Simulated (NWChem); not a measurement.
System meant: hydroxide (OH anion); SMILES [OH-]

Input file for NWChem:

```
start job
memory heap 200 mb stack 900 mb global 1100 mb
charge -1
geometry units angstroms noautosym nocenter noautoz
  O      0.000000     0.000000     0.103125
  H      0.000000     0.000000    -0.864404
end
basis spherical
  O library def2-svp
  H library def2-svp
end
dft
  xc m06-l
  iterations 150
end
property
  shielding
end
task dft property
```

End of the output:

```
 Vector    8  Occ=0.000000D+00  E= 1.299658D+00
              MO Center=  9.8D-10,  3.4D-09,  6.3D-01, r^2= 8.7D-01
   Bfn.  Coefficient  Atom+Function         Bfn.  Coefficient  Atom+Function
  ----- ------------  ---------------      ----- ------------  ---------------
     2      1.133221  1 O  s                  3     -0.925687  1 O  s
     9     -0.915313  1 O  pz                 6      0.645174  1 O  pz
    15     -0.377173  2 H  s                  1      0.232301  1 O  s
    16      0.147549  2 H  s                 19     -0.137831  2 H  pz

 center of mass
 --------------
 x =   0.00000000 y =   0.00000000 z =   0.08650298

 moments of inertia (a.u.)
 ------------------
           3.169376224235           0.000000000000           0.000000000000
           0.000000000000           3.169376224235           0.000000000000
           0.000000000000           0.000000000000           0.000000000000

     Multipole analysis of the density
     ---------------------------------

     L   x y z        total         alpha         beta         nuclear
     -   - - -        -----         -----         ----         -------
     0   0 0 0     -1.000000     -5.000000     -5.000000      9.000000

     1   1 0 0     -0.000000     -0.000000     -0.000000      0.000000
     1   0 1 0     -0.000000     -0.000000     -0.000000      0.000000
     1   0 0 1     -0.485336     -0.205437     -0.205437     -0.074463

     2   2 0 0     -5.809409     -2.904705     -2.904705      0.000000
     2   1 1 0      0.000000      0.000000      0.000000      0.000000
     2   1 0 1      0.000000      0.000000      0.000000      0.000000
     2   0 2 0     -5.809409     -2.904705     -2.904705      0.000000
     2   0 1 1      0.000000      0.000000      0.000000      0.000000
     2   0 0 2     -5.017931     -3.995015     -3.995015      2.972098

          -----------------------------------------
          Chemical Shielding Tensors (GIAO, in ppm)
          -----------------------------------------

 ------------------------------------------------------------------------
  xm06: d2 not coded                    0
 ------------------------------------------------------------------------
 ------------------------------------------------------------------------
  current input line :
    19: task dft property
 ------------------------------------------------------------------------
 ------------------------------------------------------------------------
 This error has not yet been assigned to a category
 ------------------------------------------------------------------------
 For more information see the NWChem manual at https://nwchemgit.github.io

0: xm06: d2 not coded:Received an Error in Communication
```

### Question
Can this run be used? If not, why, and what is the fix?

### Answer
The program stopped with an error. Cause: this functional's second derivatives, which shieldings need, aren't coded here; the fix takes a hybrid GGA instead. This input runs:
```
start job
memory heap 200 mb stack 900 mb global 1100 mb
charge -1
geometry units angstroms noautosym nocenter noautoz
  O      0.000000     0.000000     0.103125
  H      0.000000     0.000000    -0.864404
end
basis spherical
  O library def2-svp
  H library def2-svp
end
dft
  xc pbe0
  iterations 150
end
property
  shielding
end
task dft property
```
It converges to -75.57957 Ha (PBE0/def2-SVP, GIAO).
